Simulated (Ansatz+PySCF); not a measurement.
Values are calculated unless marked as measured or tabulated.
# Several solutions for singlet O3

```xyz
3

O     0.8372    0.0000    0.0000
O    -0.4186    0.7250    0.0000
O    -0.4186   -0.7250    0.0000
```

Basis set: cc-pVDZ (spherical functions). Charge 0, multiplicity 1.

UHF was run from several starts with Ansatz (development build ahead of 0.2.0) and PySCF 2.14.0.

```json
{"run": "A", "program": "Ansatz", "start": "search for the lowest state", "converged": "yes", "energy (hartree)": "-224.24886", "<S²>": "0.27"}
{"run": "B", "program": "Ansatz", "start": "stability test followed", "converged": "yes", "energy (hartree)": "-224.24886", "<S²>": "0.27"}
{"run": "C", "program": "PySCF", "start": "guess huckel, instabilities followed", "converged": "yes", "energy (hartree)": "-224.24886", "<S²>": "0.27"}
{"run": "D", "program": "PySCF", "start": "guess 1e, instabilities followed", "converged": "yes", "energy (hartree)": "-224.24886", "<S²>": "0.27"}
{"run": "E", "program": "Ansatz", "start": "atomic start, no search", "converged": "yes", "energy (hartree)": "-224.24685", "<S²>": "0.00"}
{"run": "F", "program": "PySCF", "start": "program defaults", "converged": "yes", "energy (hartree)": "-224.24685", "<S²>": "0.00"}
{"run": "G", "program": "PySCF", "start": "guess minao, instabilities followed", "converged": "yes", "energy (hartree)": "-224.24886", "<S²>": "0.27"}
{"run": "H", "program": "PySCF", "start": "guess atom, instabilities followed", "converged": "yes", "energy (hartree)": "-224.24886", "<S²>": "0.27"}
```

(1) Which runs reached the lowest solution of this kind, and what is wrong with the others?

## Answers

(1) A, B, C, D, G, H reached the lowest solution found. Converged but too high: E by 0.05 eV, F by 0.05 eV. Convergence only shows a stationary point, and even a stable one can lie too high; stability tests and further starts are what find lower ones. Caution: the unrestricted determinant is spin contaminated. Caution: the determinant breaks the point group.
